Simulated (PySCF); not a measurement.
Level of theory: PBE/[Mg def2-TZVP, H def2-TZVP], no relativity, density fitting, PySCF. Open shells, if any, are unrestricted.

Q: What shape and geometry does isolated singlet MgH₂ take (every ligand bound to Mg)?

A: Counting electrons, magnesium keeps none of its valence electrons outside its bonds, so the VSEPR class is AX2 and the expected shape is linear (D∞h), as computed. The lowest minimum found is a singlet of D∞h symmetry with Mg–H 1.715 Å (×2); H–Mg–H 180.0°. Its harmonic wavenumbers are 441 (πu), 1563 (σg+), 1596 (σu+) cm⁻¹ and its dipole moment is 0.00 D.
